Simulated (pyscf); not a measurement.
A first-order saddle from PySCF, ωB97X-D3(BJ)/def2-SVP:

```xyz
12

As     0.8015     1.3167    -0.5990
Si    -0.0025    -0.8164    -0.4287
H      1.1278    -0.2552    -1.5744
H     -0.2081     1.6093    -1.6947
H     -0.4511     1.6908     0.6444
H      0.8897    -1.8845     0.0884
H     -1.0374    -1.2881    -1.3814
Si    -1.4957    -0.5155     1.7966
H     -1.0606     0.9895     1.0669
H     -0.5662    -0.5348     2.9661
H     -1.7311    -1.9526     1.4193
H     -2.8454    -0.0380     2.2299
```

Surface: singlet, charge 0. Lowest wavenumbers (cm⁻¹): 1345i, 101, 166, 243, 257.

Problem. Name the species on either side of this saddle.

Solution. H₃Si–AsH₂ + SiH₄ <-> H₃Si–SiH₂–AsH₂ + H₂, a multi-bond step read from left to right: As–H, H–Si, H–Si broken and As–H, Si–Si, H–H formed. At ωB97M-D3(BJ)/def2-TZVP it lies +74.8 kcal/mol from the left side and +69.9 kcal/mol from the right (each side as separated species at their lowest minima found). The same reactants have a lower exit, to H₃Si–AsH–SiH₃ + H₂ (barrier +61.5 kcal/mol at ωB97M-D3(BJ)/def2-TZVP, against +74.8 kcal/mol here). H₃Si–SiH₂–AsH₂ lies 7.4 kcal/mol over its isomer H₃Si–AsH–SiH₃ (electronic energy, ωB97M-D3(BJ)/def2-TZVP). This is the saddle that the search found; another between the same sides may lie lower. Elements up to Kr have no core potential and no relativistic terms here.
